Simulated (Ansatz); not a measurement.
Relaxation of C₂H₃O₂ (7 atoms, charge 1, multiplicity 1), to a largest force component of 0.015 eV/Å in at most 40 steps.

These are results of RKS B3LYP-D4/def2-TZVP (Ansatz 0.2.0), not measurements.

```xyz
7
Properties=species:S:1:pos:R:3:forces:R:3
O -1.881 -0.330 -1.129 -0.84 -0.17 -0.18
C -0.843 -0.153 -0.440 1.41 0.56 0.65
C 0.117 0.199 0.197 -0.74 -0.24 -0.54
O 1.094 0.365 1.153 -0.49 -0.08 -0.19
H -1.760 -0.687 -2.022 0.16 -0.09 -0.11
H 1.108 1.297 1.463 0.27 0.01 0.18
H 1.001 -0.275 1.894 0.22 0.01 0.20
```

Where does it end, and by what steps?

The forces met the threshold. Limits of this set-up: the dipole of an ion depends on the origin. After 13 steps the energy has fallen by 0.086 eV; C3 moved furthest, 0.30 Å.

| step | energy less start (eV) | largest force component (eV/Å) | accepted |
| --- | --- | --- | --- |
| 0 | 0.0000 | 1.413 | yes |
| 1 | -0.0317 | 0.456 | yes |
| 2 | -0.0489 | 0.640 | yes |
| 3 | -0.0529 | 0.956 | yes |
| 4 | -0.0701 | 0.375 | yes |
| 5 | -0.0710 | 0.620 | yes |
| 6 | -0.0751 | 0.494 | yes |
| 7 | -0.0754 | 0.342 | yes |
| 8 | -0.0703 | 0.480 | no |
| 9 | -0.0825 | 0.107 | yes |
| 10 | -0.0821 | 0.097 | no |
| 11 | -0.0855 | 0.055 | yes |
| 12 | -0.0858 | 0.026 | yes |
| 13 | -0.0858 | 0.008 | yes |

```xyz
7
Properties=species:S:1:pos:R:3
O -1.877 -0.470 -1.112
C -0.867 -0.102 -0.438
C -0.039 0.449 0.248
O 1.012 0.367 1.136
H -1.672 -0.722 -2.031
H 1.316 1.229 1.493
H 0.963 -0.336 1.821
```

The run took 31 s on 2 threads of Arm Neoverse V1, on a shared host, peak memory 0.22 GiB.
